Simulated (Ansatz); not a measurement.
Basis-set extrapolation for C₄H₆S (`C=C1CCS1`) (PBE0-D4/def2-TZVP geometry, frozen core, Ansatz 0.2.0). Multiplicity 1, RHF reference.

```json
{"": "HF", "def2-TZVPP": "-552.518476", "def2-QZVPP": "-552.536484"}
{"": "MP2 correlation", "def2-TZVPP": "-0.829423", "def2-QZVPP": "-0.886276"}
{"": "CCSD(T) correlation", "def2-TZVPP": "-0.915207", "def2-QZVPP": "not run"}
```

Energies in hartree. Use E(X) = E(∞) + A·exp(−7.88·√X) for Hartree–Fock and E(X) = E(∞) + B·X^(−2.97) for correlation, with X = 3 and 4, and add CCSD(T) minus MP2 of the smaller set to the MP2 limit.

Question: What is the CCSD(T) energy at the basis-set limit?

Answer: HF limit: -552.536484 + (-0.018008) × 0.13774 = -552.53896. MP2 limit: -0.886276 + (-0.056853) × 0.74074 = -0.92839. Higher-order term: -0.915207 − (-0.829423) = -0.08578. Total: -553.55313 hartree, 75.0 kcal/mol below CCSD(T)/def2-TZVPP.
